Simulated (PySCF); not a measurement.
First SCF of a structure search on singlet Mg₃, at a hand-made obtuse triangle geometry. PySCF input:

```python
from pyscf import gto, scf, dft
mol = gto.M(atom='''
Mg     0.000000     0.000000     0.000000
Mg     2.341900     1.801400     0.000000
Mg    -2.341900     1.801400     0.000000''',
    basis={'Mg': 'def2-TZVP'},
    charge=0, spin=0)
mf = dft.RKS(mol, xc='PBE0')
mf.grids.atom_grid = (50, 194)
aux = {'Mg': 'def2-universal-JKFIT'}
mf = mf.density_fit(auxbasis=aux)
mf.conv_tol = 1e-08
mf.diis_space = 10
mf.max_cycle = 60
mf.init_guess = 'minao'
mf.verbose = 4
mf.kernel()
```

Excerpt of the output (cycles and frontier levels):

```
init E= -600.019575080714
  HOMO = -0.139594397779907  LUMO = -0.0696383222208341  gap/eV = 1.90360
cycle= 1 E= -599.88335715876  delta_E= 0.136  |g|= 0.113  |ddm|= 1.11
  HOMO = -0.154623822352245  LUMO = -0.0689516297975272  gap/eV = 2.33126
cycle= 2 E= -599.884641048904  delta_E= -0.00128  |g|= 0.0658  |ddm|= 0.148
  HOMO = -0.1523759848494  LUMO = -0.0660591278917823  gap/eV = 2.34880
cycle= 3 E= -599.885148329026  delta_E= -0.000507  |g|= 0.00398  |ddm|= 0.0723
  HOMO = -0.152651742759629  LUMO = -0.0665522092905114  gap/eV = 2.34289
cycle= 4 E= -599.885156554407  delta_E= -8.23e-06  |g|= 0.00236  |ddm|= 0.0149
  HOMO = -0.152633513298597  LUMO = -0.0664878152969134  gap/eV = 2.34414
cycle= 5 E= -599.885159110015  delta_E= -2.56e-06  |g|= 0.000355  |ddm|= 0.00652
  HOMO = -0.152622368022239  LUMO = -0.0664790047072123  gap/eV = 2.34408
cycle= 6 E= -599.885159203576  delta_E= -9.36e-08  |g|= 0.000168  |ddm|= 0.00196
  HOMO = -0.152639191592734  LUMO = -0.0665060176348317  gap/eV = 2.34380
cycle= 7 E= -599.885159226585  delta_E= -2.3e-08  |g|= 4.54e-05  |ddm|= 0.000573
  HOMO = -0.152635024056533  LUMO = -0.0664995522785273  gap/eV = 2.34387
cycle= 8 E= -599.885159228153  delta_E= -1.57e-09  |g|= 9.71e-06  |ddm|= 0.000192
  HOMO = -0.152634617889142  LUMO = -0.0664991044383451  gap/eV = 2.34387
Extra cycle  E= -599.885159228205  delta_E= -5.17e-11  |g|= 5.52e-06  |ddm|= 5.08e-05
converged SCF energy = -599.885159228205
```

No lower solution of this spin was found from smeared starts or by a stability analysis within the restricted form, which does not test spin polarisation.

The search for the lowest solution, 3 starts and the stability check together, took roughly 11 core-seconds on a shared host.
